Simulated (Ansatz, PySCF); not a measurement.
System: CH (charge 0, doublet). SMILES: [CH]
Geometry: optimised at B3LYP-D3(BJ)/def2-TZVP (Ansatz, a quantum-chemistry and plane-wave program).

Wanted: atomisation energy, in kcal/mol. Terms: UHF or UKS for open shells; spin-orbit terms left out; atomisation electronic, to ground-state atoms; non-relativistic. First-principles rows: single points at B3LYP-D3(BJ) geometries (Ansatz). A UHF reference is markedly spin-contaminated in at least one set, which strains HF and MP2.

```tsv
species	coefficient	E at HF/3-21G (Ansatz), Eh	E at M06-2X/def2-TZVPD (PySCF), Eh
[CH] (CH)	-1	-38.05473	-38.47290
C atom	+1	-37.48107	-37.84258
H atom	+1	-0.49620	-0.49815
```

 1 Eh = 627.5095 kcal/mol.

Problem. Compute it at each level from the table.

Solution. 
- HF/3-21G: the sum of coefficient times E is 0.07746 Eh, or 48.61 kcal/mol. Result: 48.6 kcal/mol.
- M06-2X/def2-TZVPD: the sum of coefficient times E is 0.13217 Eh, or 82.94 kcal/mol. Result: 82.9 kcal/mol.
